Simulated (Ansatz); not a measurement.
Ansatz (a program for electronic structure) input:

Ansatz 0.2 input:
```yaml
crystal:
  periodic: [false, false, false]
  atoms:
    - {symbol: C, position_ang: [0.10850459, 0.05504033, -0.05250686]}
    - {symbol: O, position_ang: [0.22328157, 1.21371744, -0.51862629]}
    - {symbol: O, position_ang: [-1.20140996, -0.25340913, 0.44854802]}
    - {symbol: H, position_ang: [-1.65579332, 0.58035355, 0.27135946]}
    - {symbol: C, position_ang: [1.01286197, -0.97365632, 0.06482395]}
    - {symbol: H, position_ang: [0.72779788, -1.92009361, 0.50193316]}
    - {symbol: H, position_ang: [2.02482319, -0.83103053, -0.28656900]}
basis:
  gaussian:
    orbitals: def2-TZVPD
hamiltonian:
  xc: {name: B97M-V}
total_charge: -1
output: {forces: true}
```

What final total energy does it print?

-228.53695 Eh (B97M-V/def2-TZVPD). The basis has 181 functions.

It need not be the lowest isomer of its formula. Whether it binds its extra electron was not tested at this geometry.
